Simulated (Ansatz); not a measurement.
**SiOF (quartet): the correlation ladder, def2-TZVPP**

The task here is to estimate one member of a computed series from the others.

Program: Ansatz 0.2.0, Gaussian basis. Level of theory: def2-TZVPP, core rule «outside noble gas», up to 7 orbitals frozen. These are calculated values, not measurements.

Plan: UHF; ROHF; CCSD(T) on UHF.

## What is computed

The geometry is a PBE0/def2-TZVP stationary point (not a proven minimum).

3 atoms, charge 0, spin multiplicity 4.

Atoms are counted from 1 here; the program's logs count them from 0.

Bond lengths: F1–Si3 1.602 Å, O2–Si3 1.725 Å. Angles: F1–Si3–O2 115.7°.

The first run:

Input file in.yaml:

```yaml
crystal:
  periodic: [false, false, false]
  atoms:
    - {symbol: F, position_ang: [0.000000, 0.390347, 1.310206]}
    - {symbol: O, position_ang: [0.000000, 0.397529, -1.506653]}
    - {symbol: Si, position_ang: [0.000000, -0.490510, -0.027996]}
basis:
  gaussian: {orbitals: def2-TZVPP}
magnetization: {spin_polarized: true, initial_magnetization: 3}
hamiltonian: {xc: hf}
output: {orbitals: {seedname: orbitals}}
```

Command:

```
$ ansatz run in.yaml --threads 1 --pin off --events-out ev --progress --plain --max-ram 3968MiB --backend cpu
```

Steps of the session up to this table: UHF; ROHF; CCSD(T) on UHF.

One table of the session follows, with a row left open; its other results are not shown here.

It belongs to the step «Misses and costs». 

```
  method  from UCCSD(T) (meV)
    ROHF             +14699.8
     UHF             +14510.6
    UMP2               +925.5
   UCCSD                    ?
UCCSD(T)                    0
```

Q: Estimate the row for UCCSD from the others.

The run gave: from UCCSD(T) (meV): +453.5. In the column «from UCCSD(T) (meV)» it lies between UCCSD(T) (0) and UMP2 (+925.5).

With the free atoms at the same levels and basis (separate runs), the atomisation energy is 7.311 eV at UCCSD(T), 5.302 eV at ROHF.
